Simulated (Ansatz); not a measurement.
Results of PBE (Ansatz, an electronic-structure program, PAW) for hcp Lu.

Settings: plane-wave cutoff 520 eV, 16×16×10 k mesh (along the axes of the cell as run), Fermi–Dirac smearing 0.1 eV, perturbation theory, force constants from a 4×4×2 q mesh, scalar-relativistic PAW data made under PBE.

Q: Predict the zero-point energy.

A: 
- zero-point energy: 0.015 eV/atom

Spin–orbit coupling is not included.

Cost on a shared machine: very roughly 40 core-minutes.
